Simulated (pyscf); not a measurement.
Optimised with ωB97X-D3(BJ)/def2-SVP in PySCF.

SMILES: [PH]([GaH2])[GaH][SiH3]
```xyz
11

Si    -1.5055    -0.7132    -2.4313
Ga    -1.2635     0.9685    -0.7481
P      0.1065     2.7046    -1.2695
Ga     1.8917     1.3752    -1.7016
H     -0.5934    -1.8555    -2.1120
H     -1.1375    -0.1866    -3.7786
H     -2.9002    -1.2469    -2.4938
H     -1.9954     0.9740     0.6370
H      0.4417     3.2447     0.0000
H      1.6944     0.2535    -2.7758
H      3.2613     1.6315    -0.9926
```
Charge 0, spin multiplicity 1.

**Question.** What is the homolytic dissociation enthalpy (298 K, ωB97M-D3(BJ)/def2-TZVP) of the Ga–Si bond of H₃Si–GaH–PH–GaH₂ (SMILES [SiH3][GaH][PH][GaH2]), to SiH₃• + [HGa–PH–GaH₂]•?

**Answer.** Ga–Si to SiH₃• + [HGa–PH–GaH₂]•: 2.90 eV. The 7 functionals that were run give +2.69 (M06-2X) to +3.18 eV (ωB97X-D3(BJ)). The radicals are drawn with the spin at the cut bond; how far it spreads was not checked. Other isomers of [HGa–PH–GaH₂]• were not searched in full and may lie lower. Elements up to Kr have no core potential and no relativistic terms here.
